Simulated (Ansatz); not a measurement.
Two isomers of C5H7F: A = `FC1=CCCC1`, B = `C#CC(C)(C)F`.

Gas-phase electronic energies from Ansatz, PBE0-D4/def2-TZVP geometries. CCSD(T)/CBS is the MP2 limit (def2-TZVPP, def2-QZVPP) plus CCSD(T) − MP2 in def2-TZVPP, frozen cores. DFT in def2-TZVPP. B3LYP here is the variant with VWN-RPA as its local correlation; programs differ in this.

A:

```xyz
13

F     0.8469    2.2734    1.0015
C     0.4067    1.0859    0.5834
C     0.1405    0.0440    1.3554
C    -0.3958   -1.0807    0.5212
C    -0.0924   -0.6341   -0.9257
C     0.1243    0.8859   -0.8656
H     0.2417    0.0242    2.4322
H     0.0680   -2.0430    0.7546
H    -1.4727   -1.2072    0.6891
H     0.8309   -1.1121   -1.2601
H    -0.8776   -0.9199   -1.6264
H    -0.7662    1.4544   -1.1600
H     0.9456    1.2295   -1.4998
```

B:

```xyz
13

C     0.655    1.086    2.166
C     0.184    0.507    1.227
C    -0.361   -0.190    0.061
C    -0.663    0.786   -1.061
C     0.560   -1.314   -0.376
F    -1.575   -0.773    0.441
H     1.063    1.598    3.005
H     0.252    1.281   -1.388
H    -1.368    1.544   -0.718
H    -1.098    0.245   -1.903
H     1.530   -0.914   -0.675
H     0.113   -1.838   -1.223
H     0.708   -2.018    0.443
```

(1) Which isomer does CCSD(T)/CBS put lower? Give the gap. (An estimate is asked.)

(2) Give E(B) − E(A) in kJ/mol with BLYP-D4, CCSD(T)/def2-SVP, CCSD(T)/def2-TZVPP, LDA (SPW92), MP2/def2-TZVPP, B2PLYP, B3LYP-D4. (An estimate is asked.)

(3) Does the order hold for the free energy at 298.15 K (harmonic terms from PBE0-D4)? (Best estimate.)

Largest T1 diagnostic: 0.011.

Results:

(1) Computed: A, by 108.4 kJ/mol.

(2) Computed: BLYP-D4 101.3, CCSD(T)/def2-SVP 115.1, CCSD(T)/def2-TZVPP 110.1, LDA (SPW92) 156.6, MP2/def2-TZVPP 106.4, B2PLYP 104.7, B3LYP-D4 111.2. None reverses the order clearly.

(3) Ansatz gave: Yes: G(B) − G(A) = +92.5 kJ/mol.

Leaving LDA and LC-ωPBE aside and taking each functional with its dispersion term where it has one, the values, not all of them listed here, spread over 39.8 kJ/mol, from BLYP-D4 to HSE06-D4. LDA lies +26.5 kJ/mol from PBE without D4. From BLYP to BHLYP (50 % exact exchange), in def2-TZVPP and without D4, E(B) − E(A) moves by +19.3 kJ/mol.
